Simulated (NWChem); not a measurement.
Program: NWChem. System: N₂ (+1), charge 1, spin multiplicity 2, at a geometry optimised with UB3LYP/def2-SVP. The structure started from a generated list of species. Its SCF solution wasn't tested for a lower state. Level: UMP2/def2-TZVP, 2 core orbitals frozen.

Part of the output:

```
             Northwest Computational Chemistry Package (NWChem) 7.3.0
             --------------------------------------------------------

                                NWChem Input Module
                                -------------------

 Scaling coordinates for geometry "geometry" by  1.889725989
 (inverse scale =  0.529177249)

 Turning off AUTOSYM since
 SYMMETRY directive was detected!

                             Geometry "geometry" -> ""
                             -------------------------

 Output coordinates in angstroms (scale by  1.889725989 to convert to a.u.)

  No.       Tag          Charge          X              Y              Z
 ---- ---------------- ---------- -------------- -------------- --------------
    1 N                    7.0000     0.00000000     0.00000000     0.55662700
    2 N                    7.0000     0.00000000     0.00000000    -0.55662700

 Effective nuclear repulsion energy (a.u.)      23.2917961229

            Nuclear Dipole moment (a.u.)
            ----------------------------
        X                 Y               Z
 ---------------- ---------------- ----------------
     0.0000000000     0.0000000000     0.0000000000

      Symmetry information
      --------------------

 Group name             D2h
 Group number             26
 Group order               8
 No. of unique centers     1

      Symmetry unique atoms

     1


 Summary of "ao basis" -> "" (spherical)
 ------------------------------------------------------------------------------
       Tag                 Description            Shells   Functions and Types
 ---------------- ------------------------------  ------  ---------------------
 *                         def2-tzvp                  on all atoms

 Summary of "ao basis" -> "ao basis" (spherical)
 ------------------------------------------------------------------------------
       Tag                 Description            Shells   Functions and Types
 ---------------- ------------------------------  ------  ---------------------
 N                         def2-tzvp                11       31   5s3p2d1f

                                 NWChem SCF Module
                                 -----------------

  ao basis        = "ao basis"
  functions       =    62
  atoms           =     2
  alpha electrons =     7
  beta  electrons =     6
  charge          =   1.00
  wavefunction    = UHF
  use symmetry    = T
  symmetry adapt  = T

[...]
     2   0 2 0     -6.291456     -3.286976     -3.004480      0.000000
     2   0 1 1     -0.000000     -0.000000     -0.000000      0.000000
     2   0 0 2     -4.243514    -11.595977     -8.137638     15.490101

                   NWChem MP2 Semi-direct Energy/Gradient Module
                   ---------------------------------------------

  Basis functions       =     62
  Molecular orbitals    =     62
  Frozen core           =      2
  Frozen virtuals       =      0
  Active alpha occupied =      5
  Active beta occupied  =      4
  Active alpha virtual  =     55
  Active beta virtual   =     56
  Use MO symmetry       = T
  Use skeleton AO sym   = T

  AO/Fock/Back tols     =   1.0D-09  1.0D-09  1.0D-09

 GA uses MA = F    GA memory limited = T

 Available:
  local mem=  1.26D+08
 global mem=  1.44D+08
 local disk=  0.00D+00
  mp2_memr nvloc                    55
  nvloc new                    55
   1 passes of   5:        4194304                      21586                   1831767.
   1 passes of   5: M    126153898           G      144171512           F     121959594.

 Semi-direct pass number   1 of   1  for UHF alpha       at        0.4s
  vrange nnbf                  1952
  mp2_eaftype                    10  avail_ma_in_mb                  1099
 EAF : mp2_eaftype filesize          10     915884.
  mp2_eaf for mointskh                     10
Node 0 wrote      4.3 Mb in      0.0 s     Agg I/O rate:  1584.6 Mb/s
 Done moints_semi at        0.9s
  mp2_eaftype                    10  avail_ma_in_mb                  1089
 EAF : mp2_eaftype filesize          10     915884.
  mp2_eaf for kh                    10
 Done maket at        0.9s
 Done multipass loop at        0.9s

 GA uses MA = F    GA memory limited = T

 Available:
  local mem=  1.26D+08
 global mem=  1.44D+08
 local disk=  0.00D+00
  mp2_memr nvloc                    56
  nvloc new                    56
   1 passes of   4:        4194304                      19037                   1493290.
   1 passes of   4: M    126153898           G      144171512           F     121959594.

 Semi-direct pass number   1 of   1  for UHF beta        at        0.9s
  vrange nnbf                  1952
  mp2_eaftype                    10  avail_ma_in_mb                  1099
 EAF : mp2_eaftype filesize          10     746645.
  mp2_eaf for mointskh                     10
Node 0 wrote      3.5 Mb in      0.0 s     Agg I/O rate:  1792.5 Mb/s
 Done moints_semi at        1.3s
  mp2_eaftype                    10  avail_ma_in_mb                  1089
 EAF : mp2_eaftype filesize          10     746645.
  mp2_eaf for kh                    10
 Done maket at        1.3s
 Done multipass loop at        1.3s

          -------------------------------------------
          SCF energy                -108.411309647403
          Correlation energy          -0.388129416912
          Singlet pairs                0.000000000000
          Triplet pairs                0.000000000000
          Total MP2 energy          -108.799439064316
          -------------------------------------------

          ---------------------------------------------------
                    Spin Component Scaled (SCS) MP2
          Same spin pairs                     -0.102336028864
          Same spin scaling factor             0.333333333333
          Opposite spin pairs                 -0.285793388048
          Opposite spin scaling fact.          1.200000000000
          SCS-MP2 correlation energy          -0.377064075279
          Total SCS-MP2 energy              -108.788373722683
          ---------------------------------------------------

 -----------------------
 Performance information
 -----------------------

 Timer overhead =  1.70D-07 seconds/call

               Nr. of calls         CPU time (s)                 Wall time (s)                GFlops
             ---------------    -------------------     ------------------------------   -------------------
Name         Min   Avg   Max    Min     Avg     Max     Min     Avg     Max   Mx/calls   Min     Max     Sum
mp2: moin     2     2     2   0.83    0.83    0.83     0.83    0.83    0.83    0.41      0.0     0.0     0.0
mp2: make     2     2     2   3.30E-2 3.30E-2 3.30E-2  3.30E-2 3.30E-2 3.30E-2 1.65E-2   0.0     0.0     0.0
mp2: tota     1     1     1   0.94    0.94    0.94     0.94    0.94    0.94    0.94      0.0     0.0     0.0

 The average no. of pstat calls per process was 5.00D+00
 with a timing overhead of 8.50D-07s

 Task  times  cpu:        1.3s     wall:        1.3s

 Total times  cpu:        1.3s     wall:        1.3s
```

Write an NWChem input that would produce this output.

Several could match; the one computed here: 
```
start mol
memory heap 200 mb stack 900 mb global 1100 mb
charge 1
geometry units angstroms nocenter noautoz
  N      0.000000     0.000000     0.556627
  N      0.000000     0.000000    -0.556627
  symmetry group D2h
end
basis spherical
  * library def2-tzvp
end
scf
  uhf
  nopen 1
  maxiter 100
  thresh 1e-7
  semidirect memsize 60000000 filesize 0
  # guess.movecs holds the orbitals of an unrestricted PBE0 run
  vectors input guess.movecs output mol.movecs
end
mp2
  freeze core 2
end
task mp2 energy
```
